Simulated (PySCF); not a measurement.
# C2H7B (BMe2H), step by step

Wanted: a geometry optimisation (HF-D3(BJ)/ANO-R1), then the harmonic vibrations, then a single-point energy (MP2/x2c-TZVPPall), then ionisation energies (EOM-CCSD/6-311G**) of C2H7B (BMe2H). The job is set up through a Python script.

The results are computed with PySCF 2.14.0.

## 1. The molecule

C2H7B has 10 atoms, charge 0, and is taken as a singlet. As SMILES, `[H]B(C)C`. All atoms were displaced at random from a relaxed shape. The run starts from this shape.

Bond lengths: B1–C2 1.553 Å, B1–C6 1.574 Å, C2–H3 1.007 Å, C2–H4 1.272 Å, C2–H5 0.943 Å, C6–H7 0.943 Å, C6–H8 1.019 Å, C6–H9 1.178 Å, B1–H10 1.212 Å. Some angles: C2–B1–C6 125.4°, B1–C2–H3 115.2°, B1–C2–H4 107.6°, B1–C2–H5 116.0°, C2–B1–H10 112.1°, C6–B1–H10 122.3°, B1–C6–H7 107.4°, B1–C6–H8 118.7°, B1–C6–H9 106.1°, H3–C2–H4 103.9°.

## 2. A geometry optimisation at HF-D3(BJ)/ANO-R1 (density fitting with cc-pvtz-jkfit) (run 1)

File input.py:

```python
from pyscf import gto, scf
from pyscf.geomopt.geometric_solver import kernel as optimise

mol = gto.M(
    atom='''
B       -0.283849      -0.480269      -0.046810
C        1.252084      -0.677476       0.065241
H        1.596960      -0.843824       0.996984
H        1.806382       0.416031      -0.274391
H        1.636278      -1.285997      -0.544909
C       -1.023910       0.907569      -0.109428
H       -1.418180       0.978679      -0.963052
H       -0.559817       1.727083       0.279758
H       -1.949496       0.817359       0.614276
H       -0.882444      -1.532702      -0.000034
''',
    verbose=3,
    max_memory=1860,
    basis='ano-r1',
    spin=0,
)

myscf = scf.RHF(mol)
myscf = myscf.density_fit(auxbasis='cc-pvtz-jkfit')
myscf.disp = 'd3bj'
converged, mol_eq = optimise(myscf, maxsteps=100, convergence_set='GAU_TIGHT')
print('converged:', converged)
print(mol_eq.tostring())

myscf.reset(mol_eq)
mol = mol_eq
myscf.kernel()
e_tot = myscf.e_tot
print('E(%s) = %.9f' % ('HF', e_tot))
```

Command:

```bash
$ OMP_NUM_THREADS=1 python input.py
```

What it wrote:

```text
convergence_set           GAU_TIGHT
[... 52 lines left out ...]
> Convergence Criteria:
[... 61 lines left out ...]
converged SCF energy = -104.566301926142
[... 125 lines left out ...]
converged SCF energy = -104.566604610964
[... 125 lines left out ...]
converged SCF energy = -104.566669642246
[... 125 lines left out ...]
converged SCF energy = -104.566669958834
[... 116 lines left out ...]
Converged! =D
[... 1 line left out ...]
converged: True
B          -0.29009063       -0.50965508       -0.00300342
C           1.27903853       -0.56448820       -0.00460713
H           1.57393868       -0.71050886        1.03855857
[... 6 lines of this table left out ...]
H          -0.90675148       -1.53703429       -0.01255511
converged SCF energy = -104.566669960094
E(HF) = -104.566669960
```

It took 51 s on 1 thread of Arm Neoverse V1, shared host; peak memory 0.23 GiB.

Steps, from the record of the run:

| step | energy from the first frame kept (eV) | largest force (eV/Å) |
| --- | --- | --- |
| 0 | 0.0000 | 9.8469 |
| 2 | -1.9977 | 0.2480 |
| 4 | -2.0037 | 0.2119 |
| 6 | -2.0055 | 0.0291 |
| 8 | -2.0059 | 0.0402 |
| 10 | -2.0070 | 0.0924 |
| 12 | -2.0077 | 0.0098 |
| 14 | -2.0077 | 0.0024 |
| 16 | -2.0077 | 0.0018 |
| 18 | -2.0077 | 0.0029 |
| 20 | -2.0077 | 0.0005 |
| 22 | -2.0077 | 0.0001 |
| 24 | -2.0077 | 0.0000 |
| 25 | -2.0077 | 0.0000 |

After the run. Bond lengths: B1–C2 1.570 Å, B1–C6 1.570 Å, C2–H3 1.094 Å, C2–H4 1.085 Å, C2–H5 1.085 Å, C6–H7 1.094 Å, C6–H8 1.085 Å, C6–H9 1.085 Å, B1–H10 1.198 Å. Some angles: C2–B1–C6 122.1°, B1–C2–H3 105.9°, B1–C2–H4 113.6°, B1–C2–H5 113.6°, C2–B1–H10 119.0°, C6–B1–H10 119.0°, B1–C6–H7 105.9°, B1–C6–H8 113.6°, B1–C6–H9 113.6°, H3–C2–H4 107.0°.

## 3. Vibrational wavenumbers at HF-D3(BJ)/ANO-R1 (density fitting with cc-pvtz-jkfit) (run 2)

File job.py:

```python
from pyscf import gto, scf, symm
from pyscf.hessian import thermo

system = gto.Mole()
system.atom = '''
B       -0.279586      -0.465809      -0.004332
C        1.289544      -0.520635      -0.005937
H        1.584447      -0.666700       1.037222
H        1.755749       0.400274      -0.341364
H        1.694703      -1.361503      -0.559098
C       -1.066007       0.893063       0.009400
H       -1.325047       1.098878      -1.033203
H       -0.475382       1.732903       0.361200
H       -2.003130       0.847643       0.554320
H       -0.896246      -1.493188      -0.013884
'''
system.verbose = 3
system.max_memory = 1860
system.basis = 'ano-r1'
system.charge = 0
system.build()

myscf = scf.RHF(system)
myscf = myscf.density_fit(auxbasis='cc-pvtz-jkfit')
myscf.disp = 'd3bj'
myscf.kernel()

energy = myscf.e_tot
print(f'total energy: {energy:.8f} hartree')
hess = myscf.Hessian().kernel()
modes = thermo.harmonic_analysis(system, hess)
thermo.dump_normal_mode(system, modes)
symm.geom.TOLERANCE = 1e-3  # for the symmetry number
th = thermo.thermo(myscf, modes['freq_au'], 500, 101325)
thermo.dump_thermo(system, th)
```

Command:

```bash
$ OMP_NUM_THREADS=1 python job.py
```

What it wrote:

```text
converged SCF energy = -104.566669960091
total energy: -104.56666996 hartree

WARN: DFTD3 does not support analytical Hessian, using finite difference

WARN: Mole.unit (angstrom) is changed to Bohr

[... 110 lines left out ...]
Gibbs free energy [Eh] -104.52711
```

Wall time 39 s (1 thread of Arm Neoverse V1, shared host); peak memory 0.55 GiB.

## 4. The energy at MP2/x2c-TZVPPall (sfX2C, IEF-PCM water) (run 3)

File geometry.xyz:

```xyz
10
C2H7B
B     -0.290091    -0.509655    -0.003003
C      1.279039    -0.564488    -0.004607
H      1.573939    -0.710509     1.038559
H      1.745245     0.356408    -0.340069
H      1.684199    -1.405378    -0.557733
C     -1.076506     0.849219     0.010730
H     -1.335587     1.055017    -1.031866
H     -0.485869     1.689065     0.362496
H     -2.013609     0.803808     0.555685
H     -0.906751    -1.537034    -0.012555
```

File calc.py:

```python
from pyscf import gto, scf, mp, solvent

mol = gto.M(
    atom='geometry.xyz',
    spin=0,
    max_memory=1860,
    basis='x2c-tzvppall',
    verbose=4,
)

mf = scf.RHF(mol)
mf = mf.sfx2c1e()
mf = mf.PCM()
mf.with_solvent.method = 'IEF-PCM'
mf.with_solvent.eps = 78.3553  # water
mf.kernel()

pt = mp.MP2(mf).run()
e_final = pt.e_tot
print('E = %.10f Eh' % e_final)
```

Command:

```bash
$ OMP_NUM_THREADS=1 python calc.py
```

What it wrote:

```text
PySCF version 2.14.0

[... 54 lines left out ...]
Solvent Energy = -0.000287049287397694
[... 7 lines left out ...]
Solvent Energy = -0.0016647804761609
[... 7 lines left out ...]
Solvent Energy = -0.00157053735853121
[... 7 lines left out ...]
Solvent Energy = -0.00155857568885043
[... 7 lines left out ...]
Solvent Energy = -0.00155784491274255
[... 5 lines left out ...]
converged SCF energy = -104.572355528344
[... 1 line left out ...]
******** <class 'pyscf.mp.mp2.RMP2'> ********
nocc = 12, nmo = 191
E(RMP2) = -105.090049646116  E_corr = -0.517694117771626
E(SCS-RMP2) = -105.108550706039  E_corr = -0.536195177694697
E_corr(same-spin) = -0.0981204964976008
E_corr(oppo-spin) = -0.419573621274025
E = -105.0900496461 Eh
```

It took 70 s on 1 thread of Arm Neoverse V1, shared host; peak memory 2.6 GiB.

## 5. Ionisation energies at EOM-CCSD/6-311G(d,p) (sfX2C, Cartesian functions, root kind ip) (run 4)

File input.py:

```python
import numpy
from pyscf import gto, cc

mol = gto.M(
    atom=[
    ('B', (-0.290091, -0.509655, -0.003003)),
    ('C', (1.279039, -0.564488, -0.004607)),
    ('H', (1.573939, -0.710509, 1.038559)),
    ('H', (1.745245, 0.356408, -0.340069)),
    ('H', (1.684199, -1.405378, -0.557733)),
    ('C', (-1.076506, 0.849219, 0.010730)),
    ('H', (-1.335587, 1.055017, -1.031866)),
    ('H', (-0.485869, 1.689065, 0.362496)),
    ('H', (-2.013609, 0.803808, 0.555685)),
    ('H', (-0.906751, -1.537034, -0.012555)),
],
    basis='6-311g**',
    max_memory=1860,
    cart=True,
    verbose=4,
)

mf = mol.RHF()
mf = mf.sfx2c1e()
mf.kernel()

mycc = cc.CCSD(mf, frozen=3)
mycc.kernel()
e_tot = mycc.e_tot
print(f'total energy: {e_tot:.8f} hartree')

e, vec = mycc.ipccsd(nroots=2)
roots = numpy.atleast_1d(e) * 27.211386
print('EOM-IP-CCSD roots (eV)')
for i, w in enumerate(roots, 1):
    print('%3d %10.4f' % (i, w))
```

Command:

```bash
$ OMP_NUM_THREADS=1 python input.py
```

What it wrote:

```text
PySCF version 2.14.0

[... 65 lines left out ...]
converged SCF energy = -104.556678072179
[... 12 lines left out ...]
Init t2, MP2 energy = -104.959952698043  E_corr(MP2) -0.403274625864349
[... 9 lines left out ...]
CCSD converged
[... 1 line left out ...]
total energy: -105.00534788 hartree
[... 1 line left out ...]
******** <class 'pyscf.cc.eom_rccsd.EOMIP'> ********
max_space = 20
max_cycle = 50
conv_tol = 1e-07
partition = None
EOM-CCSD root 0 E = 0.4167313138006584  qpwt = 0.958058  conv = True
EOM-CCSD root 1 E = 0.4193045910887182  qpwt = 0.960002  conv = True
EOM-IP-CCSD roots (eV)
  1    11.3398
  2    11.4099
```

It took 23 s on 1 thread of Arm Neoverse V1, shared host; peak memory 0.63 GiB.

## 6. Outcome

```
                                                                       quantity             value
                               run 1, HF-D3(BJ)/ANO-R1: total energy at the end     -104.56667 Eh
                                         run 1, HF-D3(BJ)/ANO-R1: dipole moment            0.34 D
                                           run 1, HF-D3(BJ)/ANO-R1: HOMO energy         -12.12 eV
                                           run 1, HF-D3(BJ)/ANO-R1: LUMO energy           3.31 eV
                                         run 1, HF-D3(BJ)/ANO-R1: HOMO–LUMO gap          15.43 eV
                                     run 1, HF-D3(BJ)/ANO-R1: dispersion energy    -114.81 kJ/mol
                            run 2, HF-D3(BJ)/ANO-R1: lowest harmonic wavenumber           91 cm⁻¹
                           run 2, HF-D3(BJ)/ANO-R1: highest harmonic wavenumber         3275 cm⁻¹
                                     run 2, HF-D3(BJ)/ANO-R1: zero-point energy      234.9 kJ/mol
run 2, HF-D3(BJ)/ANO-R1: ideal-gas entropy at 500 K (symmetry number 2 as used)  79.2 cal/(mol K)
                                          run 3, MP2/x2c-TZVPPall: total energy     -105.09005 Eh
                  run 3, MP2/x2c-TZVPPall: dipole moment (Hartree–Fock density)            0.46 D
                   run 3, MP2/x2c-TZVPPall: HOMO energy (Hartree–Fock orbitals)         -12.11 eV
                   run 3, MP2/x2c-TZVPPall: LUMO energy (Hartree–Fock orbitals)           2.97 eV
                 run 3, MP2/x2c-TZVPPall: HOMO–LUMO gap (Hartree–Fock orbitals)          15.08 eV
                                    run 3, MP2/x2c-TZVPPall: correlation energy        -517.7 mEh
                            run 3, MP2/x2c-TZVPPall: solvent term in the energy       -4.1 kJ/mol
                    run 4, EOM-CCSD/6-311G**: ground-state or mean-field energy     -105.00535 Eh
                 run 4, EOM-CCSD/6-311G**: dipole moment (Hartree–Fock density)            0.32 D
                  run 4, EOM-CCSD/6-311G**: HOMO energy (Hartree–Fock orbitals)         -12.15 eV
                  run 4, EOM-CCSD/6-311G**: LUMO energy (Hartree–Fock orbitals)           3.24 eV
                run 4, EOM-CCSD/6-311G**: HOMO–LUMO gap (Hartree–Fock orbitals)          15.39 eV
          run 4, EOM-CCSD/6-311G**: correlation energy (3 core orbitals frozen)        -448.7 mEh
                                        run 4, EOM-CCSD/6-311G**: T1 diagnostic             0.009
                              run 4, EOM-CCSD/6-311G**: first ionisation energy          11.34 eV
```

In words: The optimisation (run 1, HF-D3(BJ)/ANO-R1) took 25 steps and changed the energy by -2.008 eV. The basis (run 1, HF-D3(BJ)/ANO-R1) was made for a relativistic Hamiltonian, but the run is non-relativistic. All 24 modes (run 2, HF-D3(BJ)/ANO-R1) are real, so the shape is a minimum at this level. The basis (run 2, HF-D3(BJ)/ANO-R1) was made for a relativistic Hamiltonian, but the run is non-relativistic. Mulliken charges (run 3, MP2/x2c-TZVPPall) of the mean-field density run from -0.32 on C2 to +0.30 on B1; they depend strongly on the basis. Mulliken charges (run 4, EOM-CCSD/6-311G**) of the mean-field density run from -0.41 on C2 to +0.30 on B1.
